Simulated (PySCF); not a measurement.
Point-charge models of `COC/C=C/Cl` against its computed dipole.

Coordinates (GFN2-xTB, Å) and charges (e) from the PBE0/pcSseg-1 density (PySCF):

| atom | x | y | z | Mulliken | IAO | Hirshfeld | ESP-fitted |
| --- | --- | --- | --- | --- | --- | --- | --- |
| C1 | -1.923 | 0.873 | 0.489 | -0.0215 | -0.2002 | -0.0375 | -0.2869 |
| O2 | -0.552 | 0.676 | 0.256 | -0.5282 | -0.3883 | -0.1296 | -0.2476 |
| C3 | -0.164 | -0.667 | 0.395 | +0.1302 | -0.0444 | +0.0091 | +0.1526 |
| C4 | 1.301 | -0.835 | 0.138 | -0.2007 | -0.1653 | -0.0615 | -0.1483 |
| C5 | 2.100 | 0.170 | -0.172 | -0.0856 | -0.1725 | -0.0405 | -0.1963 |
| Cl6 | 3.778 | -0.041 | -0.463 | -0.1026 | -0.0312 | -0.0474 | -0.0822 |
| H7 | -2.201 | 0.578 | 1.509 | +0.0908 | +0.1223 | +0.0381 | +0.1164 |
| H8 | -2.110 | 1.936 | 0.355 | +0.1254 | +0.1612 | +0.0532 | +0.1539 |
| H9 | -2.534 | 0.302 | -0.221 | +0.0908 | +0.1223 | +0.0381 | +0.1163 |
| H10 | -0.729 | -1.303 | -0.311 | +0.1127 | +0.1270 | +0.0394 | +0.0462 |
| H11 | -0.394 | -1.029 | 1.412 | +0.1128 | +0.1271 | +0.0395 | +0.0486 |
| H12 | 1.671 | -1.846 | 0.225 | +0.1220 | +0.1604 | +0.0512 | +0.1386 |
| H13 | 1.753 | 1.186 | -0.265 | +0.1538 | +0.1816 | +0.0483 | +0.1887 |

Q: What dipole does each set of charges give (1 e·Å = 4.803 D), and what does the density give?

A: The full density gives (-2.91, -0.80, 0.69) D, 3.09 D in size; dipole vectors point from the negative to the positive end.

| scheme | μx | μy | μz | size (D) | share of the full size (%) | angle to the full dipole (°) |
| --- | --- | --- | --- | --- | --- | --- |
| Mulliken | -4.15 | -1.39 | 1.02 | 4.50 | 145 | 3 |
| IAO | -2.71 | -1.22 | 0.72 | 3.06 | 99 | 9 |
| Hirshfeld | -1.77 | -0.35 | 0.40 | 1.85 | 60 | 4 |
| ESP-fitted | -2.97 | -0.81 | 0.71 | 3.16 | 102 | 0 |

Q: Which set comes closest?

A: Length of the difference vector: ESP-fitted 0.07 D, IAO 0.47 D, Hirshfeld 1.25 D, Mulliken 1.42 D. Closest: ESP-fitted. ESP charges are fitted to the potential around the molecule, whose slowest-falling term is the dipole's. The schemes that divide the density aren't constrained to reproduce the dipole.

Q: What is left for the Hirshfeld atoms' own dipoles?

A: The shares of the density sum to the whole, so what Σ q r misses lies in dipoles about the nuclei. The atomic dipoles sum to (-2.91, -0.80, 0.69) − (-1.77, -0.35, 0.40) = (-1.14, -0.45, 0.29) D, 1.25 D in size.

Q: With the origin at the mean of the coordinates, (0.000, 0.000, 0.257) Å, which are the largest single terms, by size, of the IAO dipole along the direction of the full one?

A: H13 -1.81, C5 +1.75, C1 -1.57, H7 +1.29, H9 +1.29 D; all 13 atoms together +3.02 D. The single terms depend on the origin, their sum doesn't.

Q: Give the size of the full dipole in other units.

A: 3.09 D = 1.216 au = 0.643 e·Å = 10.31 × 10⁻³⁰ C·m.

Isolated species at its GFN2-xTB geometry (one conformer only).

Conformer computed: `[CH3:1][O:2][CH2:3]/[CH:4]=[CH:5]/[Cl:6]`: C1–O2–C3–C4 180°, O2–C3–C4–C5 0°.
